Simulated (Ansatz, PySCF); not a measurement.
Species: COS, charge -1, multiplicity 2. 
Coordinates optimised at B3LYP-D3(BJ)/def2-TZVP (Ansatz, an electronic-structure program):
```
C
O 1 1.2091
S 1 1.7079 2 136.00
```
Charge -1, spin multiplicity 2.

Total electronic energies in hartree. Valence correlation only, unless marked. Open shells are spin-unrestricted. Spin-orbit coupling is left out. No relativistic terms. CBS(X,Y): correlation extrapolated as X^-3; Hartree-Fock from the larger set. The bracket is a focal-point correction in the basis named.

```tsv
level	program	energy (Eh)
TPSS-D4/def2-TZVPD	PySCF + dftd4	-511.64638
M06-L/def2-TZVPD	PySCF	-511.57471
r2SCAN-D3(BJ)/def2-TZVPD	Ansatz + dftd3	-511.52075
B3LYP-D4/def2-TZVPD	Ansatz + dftd4	___
PBE0-D3(BJ)/def2-TZVP	Ansatz + dftd3	-511.33124
PBE0-D3(BJ)/def2-TZVPD	Ansatz + dftd3	-511.33834
PBE0-D4/def2-TZVPD	Ansatz + dftd4	-511.33865
PW6B95-D3(BJ)/def2-TZVPD	PySCF + dftd3	-512.05639
PW6B95/def2-TZVPD	PySCF	-512.05551
HSE06/def2-TZVPD	Ansatz	-511.32458
LC-wPBE-D4/def2-TZVPD	Ansatz + dftd4	-511.40618
B2GP-PLYP-D4/def2-TZVPD	Ansatz + dftd4	-511.32975
B2GP-PLYP/def2-TZVPD	Ansatz	-511.32890
MP2/cc-pVTZ	Ansatz	-510.85891
SCS-MP2/6-31G	Ansatz	-510.40137
SCS-MP2/cc-pwCVTZ	Ansatz	-510.85574
CCSD/6-31G	Ansatz	-510.41893
CCSD/cc-pVTZ	Ansatz	-510.87227
CCSD(T)/6-31G*	Ansatz	-510.67668
CCSD(T)/cc-pV(D+d)Z	Ansatz	-510.72157
CCSD(T)/cc-pwCVTZ	Ansatz	-510.91411
CCSD(T)/cc-pV(Q+d)Z	Ansatz	-510.96271
RI-MP2/CBS(aug-cc-pV(T+d)Z,aug-cc-pV(Q+d)Z)+[CCSD(T)-MP2]/aug-cc-pV(T+d)Z	Ansatz	-511.0042
```

### Question
Fill in the missing entries.

### Answer

- B3LYP-D4/def2-TZVPD, energy (Eh): -511.62576
